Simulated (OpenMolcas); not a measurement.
## BNH3Cl: a line through the functionals

BNH3Cl has 6 atoms, charge 0, and is taken as a singlet. As SMILES, `NBCl`. The shape is that of a PBE0-D4/def2-TZVP optimisation.

The HOMO–LUMO gap y, in eV, basis aug-cc-pVDZ; a is the functional's share of exact exchange. Programs: OpenMolcas 26.06.

| functional | program | a | y (eV) |
| --- | --- | --- | --- |
| revPBE | OpenMolcas | 0 | 6.25 |
| TPSS | OpenMolcas | 0 | 6.47 |
| B3LYP | OpenMolcas | 0.2 | 7.73 |
| PBE0 | OpenMolcas | 0.25 | ? |
| BHLYP | OpenMolcas | 0.5 | 9.77 |

**Question.** Fit y = c + s·a to the known rows and predict PBE0.

**Answer.** 
1. Means of the 4 rows: a = 0.1750, y = 7.555.
2. Σ(Δa)² = 0.1675, Σ(Δa·Δy) = 1.1425, so the slope is 1.1425/0.1675 = 6.8209.
3. Intercept: 7.555 − (6.8209) × 0.1750 = 6.361. The largest residual of the fit is 0.11.
4. PBE0: 6.361 + (6.8209) × 0.25 = 8.07 eV.

The run gave 8.26 eV, so the prediction is off by -0.19 eV, more than the scatter of the fit. Exact exchange lowers occupied levels and raises empty ones. The rows mix families of semi-local functionals, which the line can't see.
